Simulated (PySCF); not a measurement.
Gas-phase reaction: 2 C₃H₄ (propyne) = 2 CH₃ + C₄H₂

Computed with PySCF (xtb for GFN2) and rigid-rotor harmonic-oscillator thermochemistry at 1 bar. 'Table' is the NASA 1993 thermochemical table (part measured, part estimated). After a fit of one offset per element over all species, the range-separated, M06-2X, PBE0/def2-QZVP and CCSD(T)/def2-TZVPP enthalpies, where run, lie to one side of the table for C₄H₂ (+23 kJ/mol): a fault of the table's entry, another state or a shared error of the levels is possible; this was not checked at source. † marks an energy on the PBE0/def2-TZVP geometry and frequencies; other levels use their own. MP2 freezes the core. Open shells (unrestricted): CH₃ (multiplicity 2); the rest are closed-shell singlets. GFN2 has no spin-polarisation term. B3LYP is the form with VWN-RPA correlation. MP2 isn't extrapolated to the basis-set limit; its ΔH°(298 K) is 378.6 kJ in def2-SVP and 383.6 kJ in def2-TZVPP. The harmonic model lacks anharmonicity and excited electronic states, which grow with temperature; levels with a mode under 35 cm⁻¹ are left out. The table's entry may be an old estimate for C₄H₂ (not checked at source).

```json
[
 {"level": "table", "ΔH°(298 K), kJ": "374.8", "minus table": "-", "ΔG°(1400 K), kJ": "161.1"},
 {"level": "B3LYP/def2-TZVP†", "ΔH°(298 K), kJ": "350.9", "minus table": "-23.9", "ΔG°(1400 K), kJ": "135.1"},
 {"level": "GFN2-xTB", "ΔH°(298 K), kJ": "526.6", "minus table": "151.8", "ΔG°(1400 K), kJ": "304.7"},
 {"level": "M06-2X/def2-TZVP†", "ΔH°(298 K), kJ": "389.1", "minus table": "14.3", "ΔG°(1400 K), kJ": "173.3"},
 {"level": "MP2/def2-SVP†", "ΔH°(298 K), kJ": "378.6", "minus table": "3.8", "ΔG°(1400 K), kJ": "162.8"},
 {"level": "MP2/def2-TZVPP†", "ΔH°(298 K), kJ": "383.6", "minus table": "8.8", "ΔG°(1400 K), kJ": "167.8"},
 {"level": "PBE/def2-TZVP†", "ΔH°(298 K), kJ": "368.3", "minus table": "-6.5", "ΔG°(1400 K), kJ": "152.6"},
 {"level": "ωB97M-V/def2-TZVP†", "ΔH°(298 K), kJ": "391.8", "minus table": "17.0", "ΔG°(1400 K), kJ": "176.0"},
 {"level": "ωB97X-V/def2-TZVP†", "ΔH°(298 K), kJ": "395.4", "minus table": "20.6", "ΔG°(1400 K), kJ": "179.6"}
]
```
